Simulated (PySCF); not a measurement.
butadiene cation (C4H6), SMILES C(C=C)=C (connectivity only; charge and spin as stated), charge +1, multiplicity 2.

Geometry: PBE-D3(BJ)/def2-SVP. The spin state was assumed, not searched. Other conformers were not sampled.

Method: PBE-D3(BJ)/def2-SVP (PySCF 2.14.0).

No scaling factor is applied to the harmonic values.

Computed vibrational spectrum:
| mode | ν (cm⁻¹) | IR (km/mol) | moving atoms (share of kinetic energy) |
|---|---|---|---|
| 1 | 183 | 5.5 | C 71 %, H 29 % |
| 2 | 285 | 0.9 | C 60 %, H 40 % |
| 3 | 403 | 1.5 | H 100 % |
| 4 | 468 | 0.0 | H 80 %, C 20 % |
| 5 | 500 | 0.0 | C 69 %, H 31 % |
| 6 | 876 | 0.0 | H 74 %, C 26 % |
| 7 | 905 | 0.0 | H 61 %, C 39 % |
| 8 | 963 | 0.9 | H 82 %, C 18 % |
| 9 | 976 | 59.3 | H 92 %, C 8 % |
| 10 | 1000 | 13.1 | H 68 %, C 32 % |
| 11 | 1009 | 0.0 | H 61 %, C 39 % |
| 12 | 1240 | 0.0 | H 83 %, C 17 % |
| 13 | 1245 | 54.4 | H 56 %, C 44 % |
| 14 | 1247 | 0.0 | C 66 %, H 34 % |
| 15 | 1308 | 85.4 | H 67 %, C 33 % |
| 16 | 1426 | 0.0 | H 75 %, C 25 % |
| 17 | 1464 | 30.9 | H 57 %, C 43 % |
| 18 | 1608 | 0.0 | C 84 %, H 16 % |
| 19 | 3078 | 30.0 | H 95 % |
| 20 | 3080 | 0.0 | H 95 % |
| 21 | 3103 | 0.0 | H 91 %, C 9 % |
| 22 | 3111 | 6.3 | H 92 %, C 8 % |
| 23 | 3198 | 28.5 | H 89 %, C 11 % |
| 24 | 3198 | 0.0 | H 89 %, C 11 % |
